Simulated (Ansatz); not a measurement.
`FCCCF`, relaxed with RKS PBE-D4/def2-SVP in the Gaussian-basis code of Ansatz from a rough embedded geometry. The force threshold is 0.03 eV/Å; the program also tests the step.

The species carries charge 0 and has multiplicity 1.

Start:

```xyz
11

F    -1.146   -0.059   -1.559
C    -0.692   -0.863   -0.606
C    -0.301    0.030    0.533
C     0.853    0.837    0.263
F     1.953    0.081    0.015
H    -1.512   -1.551   -0.338
H     0.137   -1.479   -0.949
H    -1.171    0.629    0.853
H    -0.023   -0.640    1.440
H     0.747    1.454   -0.687
H     1.155    1.562    1.033
```

(1) How much energy does the relaxation release, and in how many steps? (An estimate is asked.)

(2) Which bonds change most? (An estimate is asked.)

(3) Give the relaxed structure. (Best estimate.)

Results:

(1) The calculation gave: 9.60 kcal/mol, in 3 steps.

(2) The calculation gave: C3–C4 from 1.434 to 1.521 Å; F1–C2 from 1.326 to 1.392 Å; C3–H9 from 1.161 to 1.112 Å; C4–F5 from 1.358 to 1.392 Å.

(3) Ansatz gave: 
```xyz
11

F    -1.123   -0.084   -1.667
C    -0.715   -0.877   -0.597
C    -0.298    0.002    0.571
C     0.902    0.875    0.238
F     2.009    0.077   -0.036
H    -1.554   -1.551   -0.315
H     0.145   -1.498   -0.931
H    -1.147    0.654    0.872
H    -0.059   -0.645    1.443
H     0.684    1.492   -0.662
H     1.155    1.554    1.083
```
